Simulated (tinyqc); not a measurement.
Worked calculation: UHF in the sto-3g basis, for NH3+, spin multiplicity 2. This run ends on a higher stationary point, not on the lowest solution. Computed by tinyqc, a small Python program that keeps every step (integrals from PySCF). Settings: charge = 1, multiplicity = 2, basis = sto-3g, energy threshold = 1e-09, iteration cap = 55, orthogonalisation = symmetric, start = highest core orbitals, DIIS depth = 0, shift = 0.2, method = UHF. Command: `OMP_NUM_THREADS=1 python tinyqc.py 30340 30341 out.jsonl` (the two numbers bound the seeds that draw the settings). One thread of a shared host (Intel(R) Xeon(R) Processor @ 2.60GHz), about 0.2 s of CPU time with the checks.

Geometry (angstrom):
```
atom        x        y       z
N      0.0000   0.0000  0.1530
H      1.2970   0.0000  0.0000
H     -0.6480   1.1230  0.0000
H     -0.6480  -1.1230  0.0000
```

Stop when the energy changes by less than 1e-09 hartree and every element of the error matrix X^T (F D S - S D F) X (for each spin) is below 9e-06.

Course of the cycle:
```
iteration  E (hartree)     change  largest element of the error matrix
1           -15.971989          -                             8.25e-02
2           -53.657804  -3.77e+01                             2.66e-01
3           -54.823690  -1.17e+00                             1.04e-01
4           -54.849489  -2.58e-02                             4.35e-02
5           -54.854732  -5.24e-03                             2.62e-02
6           -54.858248  -3.52e-03                             2.59e-02
7           -54.862248  -4.00e-03                             3.42e-02
8           -54.868541  -6.29e-03                             4.54e-02
9           -54.879256  -1.07e-02                             5.91e-02
10          -54.896674  -1.74e-02                             7.37e-02
11          -54.921982  -2.53e-02                             8.58e-02
12          -54.953551  -3.16e-02                             9.16e-02
13          -54.986919  -3.34e-02                             8.94e-02
14          -55.017211  -3.03e-02                             8.09e-02
...                ...        ...                                  ...
42          -55.092992  -3.17e-07                             1.64e-04
43          -55.092992  -2.20e-07                             1.37e-04
44          -55.092992  -1.53e-07                             1.14e-04
45          -55.092992  -1.06e-07                             9.47e-05
46          -55.092992  -7.40e-08                             7.88e-05
47          -55.092992  -5.15e-08                             6.56e-05
48          -55.092993  -3.58e-08                             5.46e-05
49          -55.092993  -2.49e-08                             4.55e-05
50          -55.092993  -1.73e-08                             3.78e-05
51          -55.092993  -1.21e-08                             3.15e-05
52          -55.092993  -8.40e-09                             2.62e-05
53          -55.092993  -5.85e-09                             2.19e-05
54          -55.092993  -4.07e-09                             1.82e-05
55          -55.092993  -2.83e-09                             1.52e-05
```

Can the last value be used, and what does the course show?

Not by the stop rule, although the second column moves by less than 1e-07 over the last three steps. Not converged within the cap of 55 iterations: the residual falls steadily but slowly, by a factor of about 0.83 a step. Reruns (cap 100 unless said): DIIS 8: converged in 26 to a higher stationary point; damping 0.5: not converged; level shift 0.5: converged in 87; atomic densities as start, DIIS 8: converged in 10; the original settings with a cap of 400: converged in 58. PySCF UHF in the same basis, after a stability check = -55.092993 hartree.
